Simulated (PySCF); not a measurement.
Nitrous acid (`O=NO`). Computed geometry: GFN2-xTB, gas phase.

```
atom  x, y, z in Å
O1     1.1848   -0.5223   -0.0659
N2     0.6112    0.5246   -0.0451
O3    -0.7151    0.4608    0.0294
H4    -1.0706   -0.4582    0.0588
```

Question: Which two atoms are farthest apart?

Answer: O1···H4, 2.26 Å; the next longest distance is 2.14 Å.

Question: How far apart are these pairs, which share no bond: N2···H4?

Answer: N2···H4 1.951 Å (2 bonds apart).

Question: What is the repulsion energy of the bare nuclei, Σ ZA·ZB/RAB?

Answer: 70.99 Eh over 6 pairs, with full nuclear charges and distances in bohr; the largest single term is 24.82 Eh (O1 with N2).

Question: Give the dihedral angles O1–N2–O3–H4.

Answer: O1–N2–O3–H4 0° (synperiplanar). Dihedral signs follow IUPAC: positive where, seen along the central bond, the front bond turns clockwise onto the rear one.

Question: What are the angles O1–N2–O3, N2–O3–H4?

Answer: From the scalar product of the two bond vectors; for O1–N2–O3 it is -0.6955 Å² over 1.1939 × 1.3299 Å², cos θ = -0.4380. O1–N2–O3 116.0°; N2–O3–H4 114.0°.

No GFN2-xTB frequencies stand behind this structure, so it isn't proved a minimum. The numbers are those of one conformer.
